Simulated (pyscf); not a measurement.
H₃C–SiH₃ + H₂ → H₃C–SiH₃ + H₂ (four-centre exchange; singlet surface; H–Si, H–H broken, H–Si, H–H formed). PySCF, gas phase, ωB97X-D3(BJ)/def2-SVP geometries. Energies in kcal/mol from the separated reactants.

```tsv
level	barrier	reaction energy
ωB97X-D3(BJ)/def2-TZVP	68.7	0.0
r²SCAN/def2-TZVP	(withheld)	0.0
B3LYP-D3(BJ)/def2-TZVP	67.4	0.0
PBE0-D3(BJ)/def2-TZVP	63.4	0.0
M06-2X/def2-TZVP	(withheld)	0.0
ωB97M-D3(BJ)/def2-TZVP	67.7	0.0
```

### Question
Some entries are withheld; supply them.

### Answer

- r²SCAN/def2-TZVP, barrier: 63.8
- M06-2X/def2-TZVP, barrier: 70.6

The functionals in the table span 7.2 kcal/mol in this barrier, from PBE0-D3(BJ) to M06-2X. At the saddle there is also a short H–Si contact that neither side keeps. One saddle was located; it need not be the lowest between these sides.
